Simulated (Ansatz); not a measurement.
# C3H2ClN, SMILES C=C(Cl)C#N: a geometry optimisation

Program: the Python package of Ansatz (0.2.0).

`opt_c3h2cln.py`
```python
'''Geometry optimisation of C3H2ClN.'''

import logging
import sys

import ansatz as az
import numpy as np
from rdkit import Chem
from rdkit.Chem import AllChem

logging.basicConfig(stream=sys.stdout, format='%(levelname)s:%(name)s:%(message)s')
logger = logging.getLogger('run')
logger.setLevel(logging.INFO)

# a force-field geometry from the SMILES
rd = Chem.AddHs(Chem.MolFromSmiles('C=C(Cl)C#N'))
AllChem.EmbedMolecule(rd, randomSeed=126)
AllChem.UFFOptimizeMolecule(rd)
system = az.Crystal.molecule()
for atom, xyz in zip(rd.GetAtoms(), rd.GetConformer().GetPositions()):
    system = system.atom(atom.GetSymbol(), xyz.round(5).tolist())

model = system.calculation().basis(gaussian='6-31G*').functional('CAM-B3LYP')
symbols = [site.symbol for site in system.cartesian_sites]
start = np.array([site.position_ang for site in system.cartesian_sites], dtype=float)
def progress(event):
    if event['event'] == 'relax_step':
        row = event['data']
        logger.info(f'step {row["step"]:3d}  E = {row["lagrangian_ev"]:.6f} eV  max force {row["allowed_force_max_ev_ang"]:.4f} eV/A')


data = model.relax(force_tolerance=0.005, max_steps=100).session().plan().execute(on_event=progress).report
end = np.array(data['positions_ang'])

for key in ('converged', 'free_energy_ev', 'reference_energy_ev', 'n_frozen', 'n_occupied', 'n_virtual'):
    logger.info(f'{key:22s} {data[key]}')

logger.info('bond        before    after (A)')
for i, j in [(0, 1), (0, 5), (0, 6), (1, 2), (1, 3), (3, 4)]:
    d0, d1 = (np.linalg.norm(xyz[i] - xyz[j]) for xyz in (start, end))
    print(f'{symbols[i]}{i}-{symbols[j]}{j}'.ljust(10), f'{d0:8.4f} {d1:8.4f}')
for i, j, k in [(1, 0, 5), (1, 0, 6), (5, 0, 6), (0, 1, 2), (0, 1, 3), (2, 1, 3), (1, 3, 4)]:
    u, v = end[i] - end[j], end[k] - end[j]
    logger.info(f'angle {symbols[i]}{i}-{symbols[j]}{j}-{symbols[k]}{k}: {np.degrees(np.arccos(np.clip(u @ v / np.linalg.norm(u) / np.linalg.norm(v), -1, 1))):.2f} deg')

charges = data['charge_distribution']
dipole = np.array(charges['dipole_moment_e_ang']) * 4.803205
logger.info('dipole (D): {:.3f} {:.3f} {:.3f}, length {:.3f}'.format(*dipole, np.linalg.norm(dipole)))
logger.info('atom  Mulliken   Lowdin')
for symbol, m, l in zip(symbols, charges['mulliken_charges_e'], charges['lowdin_charges_e']):
    logger.info(f'{symbol:4s} {m:9.3f} {l:8.3f}')
```

Output of `python opt_c3h2cln.py`:
```text
INFO:run:step   1  E = -17151.992950 eV  max force 0.3599 eV/A
INFO:run:step   2  E = -17152.014392 eV  max force 0.1517 eV/A
INFO:run:step   3  E = -17152.017885 eV  max force 0.0385 eV/A
INFO:run:step   4  E = -17152.017915 eV  max force 0.0120 eV/A
INFO:run:step   5  E = -17152.017917 eV  max force 0.0098 eV/A
INFO:run:step   6  E = -17152.017922 eV  max force 0.0031 eV/A
INFO:run:converged              True
INFO:run:free_energy_ev         -17152.018017801296
INFO:run:reference_energy_ev    -17152.018017801296
INFO:run:n_frozen               0
INFO:run:n_occupied             [22, 22]
INFO:run:n_virtual              [61, 61]
INFO:run:bond        before    after (A)
C0-C1        1.3294   1.3287
C0-H5        1.0835   1.0839
C0-H6        1.0824   1.0833
C1-Cl2       1.7534   1.7417
C1-C3        1.4381   1.4328
C3-N4        1.1573   1.1560
INFO:run:angle C1-C0-H5: 120.08 deg
INFO:run:angle C1-C0-H6: 121.22 deg
INFO:run:angle H5-C0-H6: 118.70 deg
INFO:run:angle C0-C1-Cl2: 122.44 deg
INFO:run:angle C0-C1-C3: 122.61 deg
INFO:run:angle Cl2-C1-C3: 114.95 deg
INFO:run:angle C1-C3-N4: 179.79 deg
INFO:run:dipole (D): -3.458 0.140 0.375, length 3.481
INFO:run:atom  Mulliken   Lowdin
INFO:run:C       -0.297   -0.171
INFO:run:C       -0.045   -0.242
INFO:run:Cl       0.048    0.210
INFO:run:C        0.315   -0.155
INFO:run:N       -0.421    0.052
INFO:run:H        0.202    0.155
INFO:run:H        0.197    0.151
```

The settings weren't tested for convergence. The end point is the stationary point reached from this start; no frequency run checks that it is a minimum, and the basis set is modest. The Löwdin charges here are taken after orthogonalising the functions within each atom; they differ from plain Löwdin charges, and their signs can be unphysical. It ran for 26 s on 1 thread of Arm Neoverse V1, on a shared host, peak memory 0.31 GiB.

(Lines on the test bed's own set-up are left out of the output.)
